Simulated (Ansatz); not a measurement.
CHCl2F (`FC(Cl)Cl`). Charge 0, multiplicity 1. Geometry: relaxed with PBE0-D4/def2-TZVP.

```xyz
5

F     0.409    0.455    1.242
C     0.103   -0.050    0.038
Cl   -1.440   -0.890    0.130
Cl    0.063    1.249   -1.148
H     0.865   -0.765   -0.263
```

(1) What is the dipole moment at r2SCAN/def2-TZVPP? (Estimate.)

(2) And with PBE, B3LYP, ωB97M-V? (Best estimate.)

(3) Give the Mulliken charges with r2SCAN, ωB97M-V, B3LYP in def2-TZVPP. (An estimate is asked.)

Results:

(1) Computed: 1.23 D, with components (0.81, -0.83, -0.43) D in this frame, pointing from negative to positive charge.

(2) Ansatz gave: PBE 1.16 D, B3LYP 1.25 D, ωB97M-V 1.25 D.

(3) Computed: 
```json
{"atom": "F1", "r2SCAN": "-0.15", "ωB97M-V": "-0.15", "B3LYP": "-0.16"}
{"atom": "C2", "r2SCAN": "0.22", "ωB97M-V": "0.08", "B3LYP": "0.16"}
{"atom": "Cl3", "r2SCAN": "-0.08", "ωB97M-V": "-0.04", "B3LYP": "-0.07"}
{"atom": "Cl4", "r2SCAN": "-0.08", "ωB97M-V": "-0.04", "B3LYP": "-0.07"}
{"atom": "H5", "r2SCAN": "0.10", "ωB97M-V": "0.16", "B3LYP": "0.15"}
```

B3LYP here is the variant with VWN-RPA as its local correlation; programs differ in this.
